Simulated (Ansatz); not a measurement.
`[NH2][Mg][OH]` + HCl → `[OH][Mg][Cl]` + NH₃  (ligand exchange at a Mg–N bond)

Isolated molecules relaxed with PBE0-D4/def2-TZVP in Ansatz; ΔE leaves out vibrations. CBS: MP2 limit from def2 TZ/QZ plus the TZ coupled-cluster correction, frozen cores. This one scheme is used for every species. Functionals use def2-TZVPP. B3LYP here is the variant with VWN-RPA as its local correlation; programs differ in this. HSE06 is defined as in plane-wave codes. For Mg outer-core shells are correlated without core-valence functions, which leaves a few kJ/mol of doubt a bond. Each species was taken in one conformer, which may not be the lowest.

Question: Is it downhill or uphill in electronic energy at CCSD(T)/CBS, and by how much? (Estimate.)

Answer: Ansatz gave: Downhill: ΔE = -34.9 kcal/mol.

Question: What do these levels give: LDA (SPW92), revPBE-D4, PBE0-D4, B3LYP-D4, r2SCANh-D4, BHLYP-D4, BLYP, HSE06, RPA@PBE/def2-TZVPP, SCS-MP2/def2-QZVPP, HF/CBS(def2), MP2/CBS(def2)? (An estimate is asked.)

Answer: The calculation gave: LDA (SPW92) -32.5, revPBE-D4 -33.8, PBE0-D4 -35.6, B3LYP-D4 -34.8, r2SCANh-D4 -36.3, BHLYP-D4 -36.9, BLYP -33.5, HSE06 -35.8, RPA@PBE/def2-TZVPP -32.4, SCS-MP2/def2-QZVPP -34.8, HF/CBS(def2) -40.2, MP2/CBS(def2) -35.0 kcal/mol.

Largest T1 diagnostic among the species: 0.010.

From r2SCAN to r2SCAN0 (25 % exact exchange), in def2-TZVPP and without D4, ΔE moves by −1.0 kcal/mol. In def2-TZVPP, CCSD(T) changes the Hartree–Fock value by +6.0 kcal/mol (the triples alone add +0.5 kcal/mol) and MP2 by +5.8 kcal/mol.
